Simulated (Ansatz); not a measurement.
The input, for Ansatz 0.2.0:

```yaml
crystal:
  periodic: [false, false, false]
  atoms:
    - {symbol: Se, position_ang: [0.000000, 0.000000, 0.000000]}
    - {symbol: Se, position_ang: [0.000000, 0.000000, 2.273600]}
basis:
  gaussian: {orbitals: 6-31G}
magnetization: {spin_polarized: false, initial_magnetization: 2}
correlation: {method: ccsd_t, electrons: outside_noble_gas, diis_vectors: 12}
output: {forces: true}
```

```sh
$ ansatz run in.yaml --threads 1 --pin off --events-out ev --progress --plain --max-ram 2393MiB
```

(1) Roughly how long does this take on 1 thread of INTEL XEON PLATINUM 8581C, shared host, and how much host memory?

```
507 factors; integrals over basis functions are off by at most 7.1e-4 eV
mean field evaluation 1: about -130586.1283 eV, gradient 6.6e0 eV
mean field evaluation 2: about -130586.1614 eV, gradient 6.7e0 eV
mean field evaluation 4: about -130586.3476 eV, gradient 6.9e-1 eV
mean field evaluation 8: about -130586.3492 eV, gradient 5.4e-3 eV
mean field evaluation 16: about -130586.3492 eV, gradient 6.9e-5 eV
mean field evaluation 32: about -130586.5024 eV, gradient 2.5e-6 eV
mean field evaluation 64: about -130586.5024 eV, gradient 2.2e-6 eV
mean field evaluation 96: about -130582.1634 eV, gradient 7.8e0 eV
mean field evaluation 128: about -130583.2805 eV, gradient 3.2e-3 eV
mean field evaluation 160: about -130585.3184 eV, gradient 2.2e-3 eV
mean field evaluation 192: about -130583.3018 eV, gradient 1.1e-4 eV
mean field -130586.50243667 eV, -4798.9654498371 hartree, gradient 2.2e-6 eV, S^2 2.000000; 6 other end points of the search recorded, 0 dependent functions left out
mean field evaluation 224: about -130586.2562 eV, gradient 5.3e0 eV
determinant -130586.50243667 eV, -4798.9654498371 hartree, with singles and doubles -130589.57462729 eV, -4799.0783507602 hartree
determinant -130586.34918131 eV, -4798.9598178064 hartree, with singles and doubles -130589.55899582 eV, -4799.0777763141 hartree
determinant -130585.31836189 eV, -4798.9219358917 hartree, with singles and doubles -130587.47041768 eV, -4799.0010224833 hartree
determinant -130583.30184006 eV, -4798.8478300811 hartree, with singles and doubles -130587.14726249 eV, -4798.9891467491 hartree
determinant -130583.28048080 eV, -4798.8470451428 hartree, with singles and doubles -130585.86061813 eV, -4798.9418634409 hartree
determinant -130586.50243667 eV, -4798.9654498371 hartree, with singles and doubles -130589.61034249 eV, -4799.0796632695 hartree
determinant -130586.34918131 eV, -4798.9598178064 hartree, with singles and doubles -130589.59449311 eV, -4799.0790808155 hartree
determinant -130586.50243667 eV, -4798.9654498371 hartree, with singles and doubles -130589.61092551 eV, -4799.0796846951 hartree
determinant -130586.34918131 eV, -4798.9598178064 hartree, with singles and doubles -130589.59447100 eV, -4799.0790800028 hartree
mean field evaluation 256: about -130586.3492 eV, gradient 2.2e-6 eV
28 core orbitals not correlated: weight in the atoms' cores, before any rotation towards them, 1.000 or more for the frozen orbitals, at most 0.000 for the correlated occupied ones
reference -130586.34918130 eV, -4798.9598178063 hartree; 7, 5 occupied and 23, 25 virtual orbitals, 507 factors
second order -3.05303116 eV of doubles, -0.09208352 eV of singles
cycle   1  -3.14169690 eV  change   -3.7e-3 eV  update   4.9e-2
cycle   2  -3.22568662 eV  change   -8.4e-2 eV  update   1.6e-2
cycle   3  -3.24387267 eV  change   -1.8e-2 eV  update   7.4e-3
cycle   4  -3.24508433 eV  change   -1.2e-3 eV  update   2.6e-3
cycle   5  -3.24531207 eV  change   -2.3e-4 eV  update   7.0e-4
cycle   6  -3.24529487 eV  change    1.7e-5 eV  update   2.1e-4
cycle   7  -3.24529913 eV  change   -4.3e-6 eV  update   6.7e-5
cycle   8  -3.24529065 eV  change    8.5e-6 eV  update   1.8e-5
cycle   9  -3.24528996 eV  change    6.9e-7 eV  update   5.9e-6
cycle  10  -3.24528974 eV  change    2.2e-7 eV  update   2.0e-6
cycle  11  -3.24528982 eV  change   -7.4e-8 eV  update   5.9e-7
perturbative correction -0.09047714 eV, -0.0033249735 hartree
WARN: these amplitudes may be one of several solutions (largest doubles amplitude 0.14, level shift 0.05 eV)
the calculation of the forces begins
Total energy: -130589.68494826 eV, -4799.0824049809 hartree
Atom 0 at     0.000000     0.000000     0.000000 Å, force    -0.000000    -0.000000    -0.702572 eV/Å
Atom 1 at     0.000000     0.000000     2.273600 Å, force     0.000000     0.000000     0.702572 eV/Å
Dipole moment:    -0.000000    -0.000000    -0.000000 e Å
```

Forces (eV/Å):
```
Se   0.000  0.000 -0.703
Se   0.000  0.000  0.703
```

Results:

(1) 7 s wall and 0.17 GiB.
